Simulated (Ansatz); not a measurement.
All numbers were calculated with Ansatz.

Basis-set series for FH3Si, SMILES `F[SiH3]`. The species carries charge 0 and has multiplicity 1. All single points use the PBE0-D4/def2-TZVP geometry.

```csv
functional,basis,functions,energy (Eh),HOMO (eV),LUMO (eV)
PBE0-D4,def2-TZVPP,115,-391.02021,-9.77,-0.13
PBE0-D4,def2-QZVPP,217,-391.03649,-9.79,-0.32
ωB97M-V,def2-TZVPP,115,-391.18654,-12.06,1.59
ωB97M-V,def2-QZVPP,217,-391.20164,-12.08,1.17
```

Question: Give the rows for def2-SVP. (An estimate is asked.)

Answer: The calculation gave: 
```json
{"functional": "PBE0-D4", "basis": "def2-SVP", "functions": "47", "energy (Eh)": "-390.78307", "HOMO (eV)": "-9.69", "LUMO (eV)": "0.43"}
{"functional": "ωB97M-V", "basis": "def2-SVP", "functions": "47", "energy (Eh)": "-390.94540", "HOMO (eV)": "-11.94", "LUMO (eV)": "2.41"}
```

Positive LUMOs are unbound and depend on the basis.
